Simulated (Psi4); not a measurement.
# HNO (nitroxyl): B2PLYP/def2-TZVPPD (density fitting for correlation)

Aim: the energy change on altering one bond length of HNO (nitroxyl) at B2PLYP/def2-TZVPPD (density fitting for correlation), from 2 runs. 

Program for the calculation: Psi4 1.11.

1 further run of the same task is left out (set aside as unsound or not needed).

### 1 The structure to begin with

HNO: 3 atoms, total charge 0, spin state singlet. SMILES: `N=O`. The coordinates come from a PBE0-D4/def2-TZVP relaxation.

Bond lengths: N1–O2 1.190 Å, N1–H3 1.063 Å. Angles: O2–N1–H3 108.9°.

### 2 A single-point energy at B2PLYP/def2-TZVPPD (density fitting for correlation)

Contents of input.json:

```json
{
  "schema_name": "qcschema_input",
  "schema_version": 1,
  "molecule": {
    "schema_name": "qcschema_molecule",
    "schema_version": 2,
    "symbols": ["N", "O", "H"],
    "geometry": [-0.5361153, 0.59108743, -0.22140031, 1.42731014, 0.75059922, 0.86265998, -0.89119484, -1.34166775, -0.64127856],
    "molecular_charge": 0,
    "molecular_multiplicity": 1,
    "fix_symmetry": "c1"
  },
  "driver": "energy",
  "model": {
    "method": "b2plyp",
    "basis": "def2-TZVPPD"
  },
  "keywords": {
    "reference": "rks",
    "puream": true,
    "e_convergence": 1e-09,
    "d_convergence": 1e-08,
    "scf_type": "pk",
    "dft_radial_points": 99,
    "dft_spherical_points": 590,
    "num_frozen_docc": 2
  }
}
```

On the command line:

```console
$ psi4 --qcschema input.json -n 1 --memory 2200MB
```

stdout:

```text
[...]
  Running in c1 symmetry.
[...]
  Nuclear repulsion =   30.697191757255840
[...]
  Multiplicity = 1
[...]
  Nalpha       = 8
  Nbeta        = 8
[...]
    Number of basis functions: 94
[...]
   @RKS iter   1:  -130.26642451969093   -4.39737e-01   3.11413e-03 DIIS/ADIIS
[...]
   @RKS iter  10:  -130.30111400640567   -1.40972e-11   6.31424e-09 DIIS
[...]
    Orbital Energies [Eh]
    ---------------------
    Doubly Occupied:
       1A    -19.819487     2A    -14.978529     3A     -1.341911
       4A     -0.839089     5A     -0.632756     6A     -0.552925
       7A     -0.533217     8A     -0.324073
[...]
  @RKS Final Energy:  -130.30111400640567
   => Energetics <=
    Nuclear Repulsion Energy =             30.6971917572558404
    One-Electron Energy =                -238.5214558350417065
    Two-Electron Energy =                  85.0686773409958903
    DFT Exchange-Correlation Energy =      -7.5455272696156905
    Empirical Dispersion Energy =           0.0000000000000000
    VV10 Nonlocal Energy =                  0.0000000000000000
    Total Energy =                       -130.3011140064056690
[...]
 Multipole Moments:
 ------------------------------------------------------------------------------------
     Multipole            Electronic (a.u.)      Nuclear  (a.u.)        Total (a.u.)
 ------------------------------------------------------------------------------------
 L = 1.  Multiply by 2.5417464519 to convert [e a0] to [Debye]
 Dipole X            :          0.4640786           -0.8153048           -0.3512262
 Dipole Y            :          0.3755656           -0.9732402           -0.5976746
 Dipole Z            :          0.0000000            0.0000000            0.0000000
 Magnitude           :                                                    0.6932350
[...]
```

The result, in JSON:

```text
{
 "driver": "energy",
 "model": {
  "method": "b2plyp",
  "basis": "def2-TZVPPD"
 },
 "success": true,
 "return_result": -130.44483333903077,
 "properties": {
  "calcinfo_nbasis": 94,
  "calcinfo_nmo": 94,
  "calcinfo_nalpha": 8,
  "calcinfo_nbeta": 8,
  "calcinfo_natom": 3,
  "nuclear_repulsion_energy": 30.69719175725584,
  "return_energy": -130.44483333903077,
  "scf_one_electron_energy": -238.5214558350417,
  "scf_two_electron_energy": 85.06867734099589,
  "scf_xc_energy": -7.5455272696156905,
  "scf_dipole_moment": [-0.3512261545760145, -0.5976745945765225, 3.928558689227931e-09],
  "scf_total_energy": -130.30111400640567,
  "scf_iterations": 10
 }
}
```

It took 15 s on 1 thread of Intel Xeon at 2.50GHz (Skylake/Cascade Lake), shared host; peak memory 0.8 GiB.

### 3 The distorted shape at the same level

Contents of calc.inp:

```
memory 2.2 GB

molecule m {
  0 1
  N     -0.227324     0.619652    -0.050496
  O      0.811676     0.704062     0.523164
  H     -0.471600    -0.709980    -0.339350
  units angstrom
  symmetry c1
}

set basis def2-TZVPPD
set puream true
set e_convergence 1e-09
set d_convergence 1e-08
set scf_type pk
set dft_radial_points 99
set dft_spherical_points 590
set num_frozen_docc 2

E = energy('b2plyp')
print_variables()
```

On the command line:

```console
$ psi4 -i calc.inp -o calc.out -n 1
```

calc.out:

```text
[...]
  Running in c1 symmetry.
[...]
  Nuclear repulsion =   29.605711767497866
[...]
  Multiplicity = 1
[...]
  Nalpha       = 8
  Nbeta        = 8
[...]
    Number of basis functions: 94
[...]
   @RKS iter   1:  -130.22421524219342   -5.28525e-01   3.35233e-03 ADIIS/DIIS
[...]
   @RKS iter  11:  -130.26638209289547   -2.52953e-12   2.08446e-09 DIIS
[...]
    Orbital Energies [Eh]
    ---------------------
    Doubly Occupied:
       1A    -19.840271     2A    -15.017346     3A     -1.353378
       4A     -0.802272     5A     -0.610046     6A     -0.563836
       7A     -0.546313     8A     -0.318118
[...]
  @RKS Final Energy:  -130.26638209289547
   => Energetics <=
    Nuclear Repulsion Energy =             29.6057117674978656
    One-Electron Energy =                -236.2458481770594858
    Two-Electron Energy =                  83.8674581306313058
    DFT Exchange-Correlation Energy =      -7.4937038139651575
    Empirical Dispersion Energy =           0.0000000000000000
    VV10 Nonlocal Energy =                  0.0000000000000000
    Total Energy =                       -130.2663820928954692
[...]
 Multipole Moments:
 ------------------------------------------------------------------------------------
     Multipole            Electronic (a.u.)      Nuclear  (a.u.)        Total (a.u.)
 ------------------------------------------------------------------------------------
 L = 1.  Multiply by 2.5417464519 to convert [e a0] to [Debye]
 Dipole X            :          0.6917555           -0.8890788           -0.1973233
 Dipole Y            :          0.9116595           -1.2530263           -0.3413668
 Dipole Z            :          0.0000000            0.0000000            0.0000000
 Magnitude           :                                                    0.3942940
[...]
```

It took 17 s on 1 thread of Intel Xeon at 2.50GHz (Skylake/Cascade Lake), shared host; peak memory 0.8 GiB.

### 4 Summary of results

Level: B2PLYP/def2-TZVPPD (density fitting for correlation), 2 core orbitals frozen.

| quantity | value |
| --- | --- |
| first shape: total energy | -130.44483 Eh |
| first shape: HOMO energy (SCF part's orbitals) | -8.82 eV |
| first shape: LUMO energy (SCF part's orbitals) | -0.94 eV |
| first shape: HOMO–LUMO gap (SCF part's orbitals) | 7.88 eV |
| distorted shape: total energy | -130.41776 Eh |
| distorted shape: HOMO energy (SCF part's orbitals) | -8.66 eV |
| distorted shape: LUMO energy (SCF part's orbitals) | -1.14 eV |
| distorted shape: HOMO–LUMO gap (SCF part's orbitals) | 7.52 eV |
| energy change with the N1–H3 bond stretched from 1.063 to 1.382 Å | 0.737 eV |

With the N1–H3 bond stretched from 1.063 to 1.382 Å the energy rises by 0.74 eV (17.0 kcal/mol). The first shape isn't relaxed at this level, so the change isn't measured from a minimum.
